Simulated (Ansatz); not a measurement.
# C4H6F (charge +1): ranking of conformers from a Python script

Wanted for C4H6F (charge +1): a ranking of conformers. SMILES: C=C[C+](C)F.

Computed with the Python package of Ansatz 0.2.0. Level of theory: PBE0/cc-pVDZ.

### Step 1. The structure

The script builds its own geometries from the SMILES C=C[C+](C)F.

The script holds or builds the structure itself.

### Step 2. The script

Input file conformers_c4h6f.py:

```python
# -*- coding: utf-8 -*-
"""Conformer energies of C4H6F(+)."""

import ansatz as az
from rdkit import Chem
from rdkit.Chem import AllChem

BASIS = "cc-pVDZ"
XC = "PBE0"
CHARGE = 1

rd = Chem.AddHs(Chem.MolFromSmiles("C=C[C+](C)F"))
ids = list(AllChem.EmbedMultipleConfs(rd, numConfs=20, randomSeed=623, pruneRmsThresh=0.4))
field = [energy for _, energy in AllChem.MMFFOptimizeMoleculeConfs(rd)]
distinct = {round(e, 2): i for i, e in zip(ids, field)}
chosen = sorted(distinct.items())[:5]
found = []
for force_field, index in chosen:
    mol = az.Crystal.molecule()
    for atom, xyz in zip(rd.GetAtoms(), rd.GetConformer(index).GetPositions()):
        mol = mol.atom(atom.GetSymbol(), xyz.round(5).tolist())
    model = mol.calculation().basis(gaussian=BASIS).functional(XC).charge(CHARGE)
    found.append(model.run(threads=1).report["free_energy_ev"])
print("conformer   MMFF (kcal/mol)   this level (kJ/mol)")
for (force_field, index), e in zip(chosen, found):
    print(f"{index:9d} {force_field - chosen[0][0]:17.2f} {96.485332 * (e - min(found)):17.3f}")
```

### Step 3. Launch

On the command line:

```console
$ python conformers_c4h6f.py
```

Q: Predict the main results. Wanted: lowest; next above it by.

The runs gave:

```
        quantity     value
   runs compared         2
          lowest     run 2
next above it by  0.095 eV
```

**Reading.** The structures are force-field minima, not relaxed at this level. Of those tried, run 2 is lowest; run 1 lies 0.095 eV above it. The conformers keep their force-field geometries.
